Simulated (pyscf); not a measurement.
Routes from F–Ti(Cl)(Cl)–Cl (SMILES [F][Ti]([Cl])([Cl])[Cl]) + H₂ (SMILES [H][H])

Candidate steps break at most two bonds and form at most two. Each was searched with GFN2-xTB (tblite) first. Single points on ωB97X-D3(BJ)/def2-SVP structures (PySCF, gas phase). Energies: ωB97M-D3(BJ)/def2-TZVP, kcal/mol, from the separated reactants, singlet surface; ΔG‡ with ideal gas, 1 atm, RRHO with modes under 100 cm⁻¹ raised to 100, one conformer, R ln 2 for chiral ones without a mode under 150 cm⁻¹.

```json
[
 {"products": "F–TiH(Cl)–Cl + HCl", "type": "four-centre exchange", "ΔE‡": "41.3", "ΔE": "+34.7", "ΔG‡ 298 K": "49.1", "ΔG‡ 900 K": "66.1", "ν‡ (cm⁻¹)": "461i"},
 {"products": "Cl–TiH(Cl)–Cl + HF", "type": "four-centre exchange", "ΔE‡": "43.3", "ΔE": "+41.1", "ΔG‡ 298 K": "51.9", "ΔG‡ 900 K": "68.8", "ν‡ (cm⁻¹)": "790i"}
]
```

Row 2: On the product side the descent ends in an adduct with a F–Ti contact, 3.8 kcal/mol under the separated species and 4.2 kcal/mol under the saddle at ωB97X-D3(BJ)/def2-TZVP. 

Plain bond fissions and candidates not yet searched are not listed, and one of them may be faster. Each barrier is that of the saddle found; lower ones may exist.
